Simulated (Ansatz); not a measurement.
Cost and result for the atomization energy of CH4BN, SMILES `B1CN1` (7 atoms, 7 bonds).

```xyz
7

B    -0.3459   -0.4535    0.7661
C    -0.1587    0.6878   -0.2833
N     0.5248   -0.6097   -0.2423
H    -0.8124   -0.9630    1.7266
H    -0.8714    0.8391   -1.0936
H     0.4481    1.5667   -0.0671
H     1.2155   -1.0674   -0.8062
```

Total charge 0; spin multiplicity 1. Geometry: relaxed with PBE0-D4/def2-TZVP. Program: Ansatz. All runs use 2 threads of an INTEL XEON PLATINUM 8581C on a shared host. Times are those of one run each, without the atoms' runs, and a repeat can differ threefold. Electronic energies, without spin–orbit coupling; frozen cores. CCSD(T)/CBS extrapolates def2-TZVPP and def2-QZVPP, and its time is that of the two runs behind it. T1 = 0.013. B3LYP takes the VWN-RPA correlation (the form of Gaussian; ORCA's B3LYP/G).

CCSD(T)/CBS is a level of theory with its own doubt, some kJ/mol a heavy atom from the limit and from the frozen cores, so smaller differences don't rank the functionals.

| level | functions | wall time |
| --- | --- | --- |
| CCSD(T)/def2-SVP | 62 | 0.65 s |
| revPBE-D4/def2-TZVPP | 149 | 0.86 s |
| BLYP-D4/def2-TZVPP | 149 | 0.9 s |
| PBE-D4/def2-TZVPP (with forces) | 149 | 1 s |
| PBE0-D4/def2-TZVPP | 149 | 1.1 s |
| CAM-B3LYP-D4/def2-TZVPP | 149 | 1.1 s |
| B3LYP-D4/def2-TZVPP (with forces) | 149 | 1.2 s |
| r2SCAN-D4/def2-TZVPP (with forces) | 149 | 1.4 s |
| B2PLYP/def2-TZVPP | 149 | 1.7 s |
| ωB97M-V/def2-TZVPP (with forces) | 149 | 3.2 s |
| CCSD(T)/def2-TZVPP | 149 | 8 s |
| CCSD(T)/def2-QZVPP | 291 | 8.6 min |
| CCSD(T)/CBS(def2) | – | 8.8 min |

(1) What atomization energy does each give, and how far from CCSD(T)/CBS? (Best estimate.)

Results:

(1) The calculation gave: 
| level | atomization (kJ/mol) | difference from CCSD(T)/CBS | per bond |
| --- | --- | --- | --- |
| CCSD(T)/def2-SVP | 2479.0 | -118.8 | -17.0 |
| revPBE-D4/def2-TZVPP | 2626.3 | 28.5 | 4.1 |
| BLYP-D4/def2-TZVPP | 2636.0 | 38.2 | 5.5 |
| PBE-D4/def2-TZVPP (with forces) | 2698.8 | 101.0 | 14.4 |
| PBE0-D4/def2-TZVPP | 2642.9 | 45.1 | 6.4 |
| CAM-B3LYP-D4/def2-TZVPP | 2644.6 | 46.8 | 6.7 |
| B3LYP-D4/def2-TZVPP (with forces) | 2634.5 | 36.7 | 5.2 |
| r2SCAN-D4/def2-TZVPP (with forces) | 2625.0 | 27.2 | 3.9 |
| B2PLYP/def2-TZVPP | 2601.2 | 3.4 | 0.5 |
| ωB97M-V/def2-TZVPP (with forces) | 2636.5 | 38.7 | 5.5 |
| CCSD(T)/def2-TZVPP | 2528.9 | -68.9 | -9.8 |
| CCSD(T)/def2-QZVPP | 2569.9 | -27.9 | -4.0 |
| CCSD(T)/CBS(def2) | 2597.8 | 0.0 | 0.0 |

From BLYP to BHLYP (50 % exact exchange), in def2-TZVPP and without D4, the atomization energy moves by −79.1 kJ/mol: exact exchange takes away binding that semilocal exchange gives to molecules. At CCSD(T), def2-SVP lies −118.9 kJ/mol from the extrapolated value and def2-TZVPP −68.9 kJ/mol: correlation converges slowly with the basis, and small sets miss more of it in the bonded molecule than in its fragments. In def2-TZVPP, CCSD(T) changes the Hartree–Fock value by +662.1 kJ/mol (the triples alone add +40.8 kJ/mol) and MP2 by +711.3 kJ/mol; breaking electron pairs costs correlation energy, which Hartree–Fock lacks.
